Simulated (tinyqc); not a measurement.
Hueckel theory of the pi electrons with the omega technique, for the molecule C=CC=C([CH2+])N (SMILES; centres numbered as the heavy atoms are written), step by step. One step of it, computed by the program tinyqc.

Task: Orbitals, round 1. Diagonalise; E = alpha + x beta with beta < 0, so the largest x are filled first; degenerate levels share their electrons. P = sum n_i c_ri c_si; each orbital has its largest coefficient positive (the first on a tie).

Hueckel matrix in units of beta (H = alpha + beta A):
```
          1C        2C        3C        4C        5C        6N
1C  0.000000  1.000000  0.000000  0.000000  0.000000  0.000000
2C  1.000000  0.000000  1.000000  0.000000  0.000000  0.000000
3C  0.000000  1.000000  0.000000  1.000000  0.000000  0.000000
4C  0.000000  0.000000  1.000000  0.000000  1.000000  0.780000
5C  0.000000  0.000000  0.000000  1.000000  0.000000  0.000000
6N  0.000000  0.000000  0.000000  0.780000  0.000000  1.390000
```

pi electrons, sum of z_r less the charge = 6

Give: x values; occupations; coefficients; charge and bond-order matrix P.

Result:

x values: 2.071  1.407  0.757  0.000  -1.060  -1.785

occupations: 2.000  2.000  2.000  0.000  0.000  0.000

coefficients:
```
      MO1     MO2     MO3     MO4     MO5     MO6
1C  0.117   0.423  -0.385   0.577  -0.509   0.257
2C  0.242   0.595  -0.292   0.000   0.539  -0.459
3C  0.384   0.415   0.165  -0.577  -0.063   0.562
4C  0.554  -0.012   0.416   0.000  -0.473  -0.544
5C  0.267  -0.008   0.550   0.577   0.446   0.305
6N  0.634  -0.542  -0.513   0.000   0.151   0.134
```

charge and bond-order matrix P:
```
        1C      2C      3C      4C      5C      6N
1C   0.683   0.785   0.314  -0.202  -0.369   0.085
2C   0.785   0.996   0.584   0.011  -0.202  -0.040
3C   0.314   0.584   0.693   0.553   0.380  -0.131
4C  -0.202   0.011   0.553   0.960   0.754   0.288
5C  -0.369  -0.202   0.380   0.754   0.749  -0.216
6N   0.085  -0.040  -0.131   0.288  -0.216   1.919
```
